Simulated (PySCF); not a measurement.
A structure optimised at GFN2-xTB (Å):
```
atom  x, y, z in Å
N1    -2.2222   -0.8346   -0.0532
C2    -1.2032   -0.2688   -0.0518
C3     0.0008    0.3745   -0.0478
F4    -0.0008    1.7832   -0.2051
C5     1.2048   -0.2507    0.1033
N6     2.2238   -0.8016    0.2331
```

Charge -1, singlet.

Q: Read off the bonds between heavy atoms and their formal orders.

A: N1–C2 1.17 Å (triple); C2–C3 1.37 Å (single); C3–F4 1.42 Å (single); C3–C5 1.37 Å (single); C5–N6 1.17 Å (triple). The orders are those of one drawing; other resonance forms can be drawn.

Q: Give the structure as a SMILES string.

A: `N#C[C-](F)C#N`, [C3FN2]-.

Q: Name the point group.

A: C2v (tolerance 0.08 Å).

Q: Classify the heavy atoms.

A: N1/N6: nitrogen bonded to C; C2/C5: carbon bonded to C and N; C3: carbon bonded to 2 C and F; F4: fluorine bonded to C.

Q: What is the arrangement about C3?

A: It has 3 neighbours (C2, F4, C5) and is planar (angles 124.2°, 117.9° and 117.8°, sum 360.0°, 0.00 Å off the plane of its three neighbours).

Q: What is the arrangement about C2?

A: It has 2 neighbours (N1, C3) and is linear (angle 179.1°).

These are computed values.
